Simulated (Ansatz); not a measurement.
## How far each method lies from full CI for BO, doublet

Geometry: a point of a stretch scan, not a stationary point.

```yaml
atoms:
  - { symbol: B, position_ang: [0.0000, 0.0000, 0.0000] }
  - { symbol: O, position_ang: [0.0000, 0.0000, 1.3480] }
```

Basis 6-31G; Ansatz 0.2.0. Correlated methods freeze the noble-gas cores, which leaves 9 electrons in 16 orbitals. Prefix R: restricted or restricted open-shell reference; prefix U: unrestricted. Active spaces: pair = (3e, 3o) about the gap; valence = (9e, 8o) chosen from the atoms' valence shells.

Full CI is exact within this basis and frozen core; it isn't the basis-set limit. The frozen core follows each run's orbitals, which can shift R against U totals by a few meV.

Unrestricted rows (U) aren't spin-pure: their determinants' ⟨S²⟩ exceeds S(S+1) by up to 0.22, so they mix in states of higher spin. For open shells CISD and CISDTQ are restricted-active-space CI with the open shells as a complete middle space.

- UHF ⟨S²⟩: 0.971
- T1 diagnostic (RCCSD): 0.0467
- largest doubles amplitude (RCCSD): 0.091
- T1 diagnostic (UCCSD): 0.0536

| level | E − E(full CI) (kJ/mol) | share of correlation (%) | wall time |
| --- | --- | --- | --- |
| RHF | 542.4 | 0.00 | – |
| UHF | 522.7 | 3.63 | – |
| RMP2 | 21.2 | 96.09 | – |
| UMP2 | 40.8 | 92.48 | – |
| CISD | 62.9 | 88.40 | 0.51 s |
| RCCSD | 32.1 | 94.08 | – |
| UCCSD | 31.4 | 94.21 | – |
| RCCSD(T) | 4.5 | 99.16 | 0.51 s |
| UCCSD(T) | 8.7 | 98.40 | 0.78 s |
| BCCD(T) | 4.4 | 99.18 | 0.63 s |
| RCCSDT | 1.5 | 99.72 | – |
| UCCSDT | 1.5 | 99.73 | – |
| CISDTQ | 4.1 | 99.24 | 3.5 s |
| RCCSDT(Q) | 1.2 | 99.78 | 3.7 s |
| UCCSDT(Q) | -2.0 | 100.36 | 3.5 s |
| RCCSDTQ | -0.3 | 100.06 | 33 s |
| UCCSDTQ | -0.2 | 100.04 | 33 s |
| CASSCF (pair space) | 463.8 | 14.49 | – |
| NEVPT2 (pair space) | 35.0 | 93.55 | 0.24 s |
| MRCISD (pair space) | 55.0 | 89.86 | – |
| MRCISD+Q (pair space) | 17.1 | 96.85 | 0.51 s |
| CASSCF (valence space) | 162.1 | 70.12 | – |
| NEVPT2 (valence space) | 40.7 | 92.49 | 2 s |
| MRCISD (valence space) | 7.9 | 98.55 | – |
| MRCISD+Q (valence space) | 4.3 | 99.21 | 2.8 s |

The correlation energy at full CI, counted from RHF, is -5.621 eV. That run took 24 s on 1 thread of Arm Neoverse V1, shared host over 1,989,600 determinants.

Times hold each run's SCF and search for its determinant on a shared host, so for small cases they say little of a method's own cost; they ran on 1 thread of Arm Neoverse V1.

More than 5 meV below full CI, which no variational method can be: UCCSDT(Q).

The full-CI state has the irrep A1 of C2v, in the program's axes (one component, if the state is degenerate).

Natural occupations of full CI about the gap: 1.987 1.951 1.914 1.914 1.004 0.082 0.082 0.030 0.012 0.007; effectively unpaired electrons, Σ n²(2−n)², 1.12.
